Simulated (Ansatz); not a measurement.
# A basis-limit estimate, worked out

An elementary step of BSiNH$_{8}$, singlet (BNH₄ ([BH2][NH2]) + SiH₄ → BSiH₅ ([BH2][SiH3]) + NH₃ (still joined by a long B–N bond); bonds formed: B1–Si6, N2–H5; bonds broken: H5–Si6; bonds weakened to dative contacts: B1–N2). “Start” is the structure reached by relaxing down from the saddle towards the reactants; PBE0-D4/def2-TZVP structures. The saddle:

B1  (-0.750, -0.330, -0.230)
N2  (-0.997, 1.142, -0.720)
H3  (-0.617, -1.133, -1.113)
H4  (-1.385, -0.648, 0.739)
H5  (0.148, 0.704, -0.134)
Si6  (1.242, -0.550, 0.667)
H7  (-1.637, 1.712, -0.196)
H8  (-1.023, 1.308, -1.711)
H9  (2.440, -0.370, -0.203)
H10  (1.506, 0.162, 1.951)
H11  (1.074, -1.997, 0.950)
(Å)

Computed with Ansatz 0.2.0 (basis: def2-TZVPP and def2-QZVPP); correlated methods freeze the cores.

Energies in eV:

| quantity | saddle | start |
| --- | --- | --- |
| Hartree–Fock, triple zeta (X = 3) | -10141.01192 | -10144.04752 |
| Hartree–Fock, quadruple zeta (X = 4) | -10141.38205 | -10144.42078 |
| MP2 correlation, X = 3 | -13.80849 | -12.87868 |
| MP2 correlation, X = 4 | -14.70202 | -13.74752 |
| CCSD(T) correlation, X = 3 | -15.60907 | -14.75513 |

Work out the barrier at the basis limit: extrapolate Hartree–Fock as E(X) = E∞ + A exp(−7.88 √X) and the MP2 correlation as E(X) = E∞ + B X^−2.97 (the exponents that Neese and Valeev fitted for def2-TZVPP and QZVPP), then add CCSD(T) − MP2 in triple zeta.

Each step is linear, so take the differences first (saddle − start): Hartree–Fock 3.03560 (X = 3) and 3.03873 (X = 4); MP2 correlation -0.92981 and -0.95450; CCSD(T) correlation -0.85394.
Two points give E∞ = E(4) + w [E(4) − E(3)], with w = 1/(exp(7.88 (2 − √3)) − 1) = 0.1377 for Hartree–Fock and w = 1/((4/3)^2.97 − 1) = 0.7407 for the correlation.
Hartree–Fock: 3.03873 + 0.1377 × 0.00313 = 3.0392 eV.
MP2 correlation: -0.95450 + 0.7407 × (-0.02469) = -0.9728 eV.
CCSD(T) − MP2: -0.85394 − (-0.92981) = 0.0759 eV.
Sum: 3.0392 + (-0.9728) + 0.0759 = 2.1423 eV, or 49.40 kcal/mol. Plain CCSD(T) in triple zeta gives 2.1817 eV, so the larger basis shifts the result by -0.0394 eV.

T1 diagnostic: at most 0.013.

Labels in which every atom is bracketed show which atoms are joined, not bond orders.

For scale, one of the runs: CCSD(T)/def2-TZVPP, 216 basis functions, launched by `ansatz run in.yaml --threads 2 --pin off --events-out ev --progress --plain --max-ram 4352MiB`. Time: 87 s of wall clock on 2 CPU threads of an Arm Neoverse V1; the host was shared. Peak host memory: 3.1 GiB.
